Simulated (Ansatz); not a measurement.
**NH3Cl (doublet): wave-function methods side by side at distance N1–H4 along a hydrogen transfer = 1.659 Å, cc-pVDZ**

An exercise on one series of results from a longer session: the logs are not shown, and one member is left open.

Method: cc-pVDZ, core rule «outside noble gas», up to 6 orbitals frozen; program: Ansatz 0.2.0, Gaussian basis.

Plan: UHF; CCSD(T) on ROHF; CCSD(T) on UHF; BCCD(T) on ROHF; CISD; CCSDT(Q) on ROHF; CCSDT(Q) on UHF; CASSCF and MRCISD+Q, 3 electrons in 3 orbitals; CASSCF and NEVPT2, 3 electrons in 3 orbitals.

12 further runs of the same task are left out: 1 for a known fault of the program, 1 for a mislabelled method, 6 that didn't finish, 4 set aside as unsound or not needed.

### The geometry

The geometry derives from fragments relaxed apart (PBE0/def2-TZVP) and kept rigid, so it is no stationary point. A hydrogen atom is moved between rigid fragments.

5 atoms, charge 0, spin multiplicity 2.

Atoms are counted from 1 here; the program's logs count them from 0.

Bond lengths: N1–H2 1.012 Å, N1–H3 1.012 Å, H4–Cl5 1.350 Å. Angles: H2–N1–H3 107.1°.

The first run:

The input, in.yaml:

```yaml
crystal:
  periodic: [false, false, false]
  atoms:
    - {symbol: N, position_ang: [-2.053044, -0.010862, -0.016905]}
    - {symbol: H, position_ang: [-2.350324, 0.956972, -0.016905]}
    - {symbol: H, position_ang: [-2.350323, -0.413161, 0.863355]}
    - {symbol: H, position_ang: [-0.394044, -0.010861, -0.016905]}
    - {symbol: Cl, position_ang: [0.955956, -0.010861, -0.016905]}
basis:
  gaussian: {orbitals: cc-pVDZ}
magnetization: {spin_polarized: true, initial_magnetization: 1}
hamiltonian: {xc: hf}
output: {orbitals: {seedname: orbitals}}
```

On the command line:

```bash
$ ansatz run in.yaml --threads 1 --pin off --events-out ev --progress --plain --max-ram 2393MiB
```

Among the steps run: UHF; CCSD(T) on ROHF; CCSD(T) on UHF; BCCD(T) on ROHF; CISD; CCSDT(Q) on ROHF; CCSDT(Q) on UHF; CASSCF and MRCISD+Q, 3 electrons in 3 orbitals; CASSCF and NEVPT2, 3 electrons in 3 orbitals.

One of the session's tables, all rows but one given; the rest of the session is left out.

| method | from UCCSDT(Q) (meV) |
| --- | --- |
| ROHF | +9301.5 |
| UHF | +9183.5 |
| RMP2 | +1105.9 |
| UMP2 | +1109.4 |
| CISD | +957.8 |
| RCCSD | +194.1 |
| UCCSD | +192.0 |
| RCCSD(T) | +32.3 |
| UCCSD(T) | +31.9 |
| BCCD(T) | +31.9 |
| RCCSDT | +15.3 |
| UCCSDT | +14.7 |
| RCCSDT(Q) | +0.7 |
| UCCSDT(Q) | 0 |
| CASSCF pair | +8775.3 |
| NEVPT2 pair | ? |
| MRCISD pair | +864.4 |
| MRCISD+Q pair | +75.2 |

**Question.** Estimate the row for NEVPT2 pair.

**Answer.** from UCCSDT(Q) (meV): +1094.5. In the column «from UCCSDT(Q) (meV)» it lies between CISD (+957.8) and RMP2 (+1105.9).

Caveats from the session: Restricted and unrestricted rows rest on different reference determinants; where their highest levels disagree by more than a few hundredths of an eV, they describe different states and don't form one ladder.
